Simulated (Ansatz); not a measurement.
Two shapes of singlet CHO₂(-).

Shape 1:

```xyz
4

C     0.0000    0.0000   -0.3053
O     0.0000    1.1320    0.2066
O     0.0000   -1.1320    0.2066
H     0.0000    0.0000   -1.4730
```

Shape 2:

```xyz
4

C    -0.0485   -0.0118   -0.3019
O     0.0361    1.1136    0.2359
O     0.0049   -1.0865    0.1864
H     0.0234    0.0141   -1.4312
```

Basis set: def2-TZVP (spherical functions). Left uncorrelated: 3 orbitals. Charge -1, multiplicity 1.

Computed with Ansatz (development build ahead of 0.2.0); each method stands on the lowest determinant of its kind that the runs found.

(1) Which shape is lower in energy, and by how much in each method?

## Answers

(1)

| method | E(2) − E(1) (eV) |
| --- | --- |
| RHF | 0.108 |
| RHF-MP2 | 0.235 |

Shape 1 is lower. Caution: no diffuse functions for an anion.
